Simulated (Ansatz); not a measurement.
Mulliken charges of CH$_{3}$LiS, SMILES `[Li][S]C` from PBE/def2-TZVPP in Ansatz (PBE0-D4/def2-TZVP geometry).

```tsv
atom	x (Å)	y (Å)	z (Å)	charge (e)
Li1	-0.494	-2.351	1.017	0.583
S2	-1.087	-0.738	-0.249	-0.616
C3	0.208	0.544	-0.202	-0.280
H4	1.181	0.155	-0.507	0.099
H5	-0.067	1.338	-0.898	0.111
H6	0.302	0.988	0.791	0.103
```

**Question.** By hand: the dipole of these point charges (1 e Å = 4.8032 D).

**Answer.** Σ q r = (0.464, -0.803, 0.734) e Å, of length 1.183 e Å = 5.68 D.

**Question.** How does the dipole of the full density compare? (Best estimate.)

**Answer.** The calculation gave: (0.481, -0.911, 0.802) e Å, 6.27 D; the point charges give 0.91 times that, at 2° from its direction.

Point charges leave out the atoms' own dipoles, such as those of lone pairs, and Mulliken's split depends on the basis, so the close match here is no proof of good charges.
